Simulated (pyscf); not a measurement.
Single points on ωB97X-D3(BJ)/def2-SVP structures (PySCF, gas phase). Correlated levels are frozen-core, on RHF or UHF. ΔMP2 is the change of the MP2 total energy from the triple- to the quadruple-zeta basis.

Question: HC≡C–CH₃ (SMILES C#CC) + H₂O (SMILES O) → H₂C=C(CH₃)–OH (SMILES C=C(C)O)
Surface: singlet. Broken: H–O. Formed: C–O, C–H. Give ΔE‡ and ΔE from CCSD(T)/def2-TZVPP + ΔMP2(QZVPP), relative to the separated reactants.

Answer: ΔE‡ = 224.9 kJ/mol, ΔE = -125.7 kJ/mol. Zero-point energy shifts the barrier by +1.8 kJ/mol. It is an addition across a multiple bond or ene-type step, with an imaginary mode of 1087i cm⁻¹. On the product side the descent ends in a point that may be a rotor saddle (no frequency run), 8.0 kJ/mol over the lowest minimum found and 351.2 kJ/mol under the saddle at ωB97X-D3(BJ)/def2-TZVP. At ωB97X-D3(BJ)/def2-TZVP the barrier from the zero used here is 205.9 kJ/mol. This is the saddle that the search found; another between the same sides may lie lower. The CCSD(T) − MP2 part came from Ansatz, without density fitting, on the same reference.
